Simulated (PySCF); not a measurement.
Compound: C6H10.
SMILES: `C1C[C@H]2CC[C@@H]12`

Level of theory: PBE0-D3(BJ)/def2-SVP geometry optimisation, gas phase (PySCF 2.14.0).

Masses are those of the commonest isotopes; rigid-rotor values at the optimised geometry. 

(1) What are A, B and C (cm⁻¹)?

(2) What kind of rotor is it?

(3) Is it planar, by Δ = Ic − Ia − Ib?

(4) Give the coordinates in the principal-axis frame, origin at the centre of mass.

(5) Where do the levels up to J = 2 lie, in cm⁻¹?

(6) Predict some low-J microwave lines.

(7) Estimate the classical rotational partition function at 200 K, 298.15 K and 500 K.

## Answers

(1) Ia = 81.41, Ib = 128.09, Ic = 165.27 u·Å²; 505379 MHz·u·Å²/I gives 6208, 3945 and 3058 MHz, that is A = 0.20708, B = 0.13161, C = 0.10200 cm⁻¹.

(2) An asymmetric top. Ray's parameter κ = (2B − A − C)/(A − C) = -0.436; −1 is the prolate and +1 the oblate limit.

(3) Not planar: Δ = Ic − Ia − Ib = -44.23 u·Å². For a rigid frame Δ = −2 Σ m c², so Σ m c² = 22.11 u·Å² lies off the ab plane: 11.04 from hydrogen and 11.07 from heavier atoms. The atom farthest from that plane is 1.49 Å away.

(4) The sense of each axis is arbitrary; atoms in the order of the calculation.
```
atom  mass (u)   a (Å)   b (Å)   c (Å)
  C1    12.000  -1.355   0.728  -0.216
  C2    12.000  -1.242  -0.813  -0.309
  C3    12.000   0.031  -0.780   0.565
  C4    12.000   1.355  -0.729  -0.216
  C5    12.000   1.242   0.812  -0.309
  C6    12.000  -0.031   0.781   0.565
  H7     1.008  -2.218   1.054   0.384
  H8     1.008  -1.374   1.285  -1.167
  H9     1.008  -1.084  -1.218  -1.321
 H10     1.008  -2.088  -1.353   0.140
 H11     1.008   0.011  -1.381   1.486
 H12     1.008   1.372  -1.286  -1.166
 H13     1.008   2.217  -1.055   0.383
 H14     1.008   1.086   1.219  -1.321
 H15     1.008   2.088   1.352   0.142
 H16     1.008  -0.011   1.384   1.484
```

(5) Above 0(0,0):
J = 1: 1(0,1) 0.2336, 1(1,1) 0.3091, 1(1,0) 0.3387
J = 2: 2(0,2) 0.6937, 2(1,2) 0.7467, 2(1,1) 0.8355, 2(2,1) 1.0619, 2(2,0) 1.0691

(6) The dipole components are |μa| = 0.00 D, |μb| = 0.00 D, |μc| = 0.12 D; the symmetry axis of this C2 structure is c, so μa and μb vanish by symmetry and there are no a-type or b-type lines. Some lines, for components of 0.1 D or more:

| type | branch | J(Ka,Kc) | MHz | lower level (cm⁻¹) |
| --- | --- | --- | --- | --- |
| c | Q | 2(1,2) ← 2(0,2) | 1589 | 0.694 |
| c | Q | 1(1,1) ← 1(0,1) | 2263 | 0.234 |
| c | Q | 2(2,1) ← 2(1,1) | 6788 | 0.836 |
| c | R | 1(1,0) ← 0(0,0) | 10153 | 0.000 |
| c | R | 2(1,1) ← 1(0,1) | 18044 | 0.234 |
| c | R | 2(2,0) ← 1(1,0) | 21896 | 0.339 |
| c | R | 2(2,1) ← 1(1,1) | 22569 | 0.309 |

(7) Point group C2, symmetry number σ = 2; q = (√π/σ)·√((kT/h)³/(ABC)), k/h = 20836.6 MHz/K: 27500 at 200 K, 50100 at 298.15 K, 109000 at 500 K.

Not checked by PBE0-D3(BJ)/def2-SVP frequencies. Zero-point vibration and centrifugal distortion are left out.
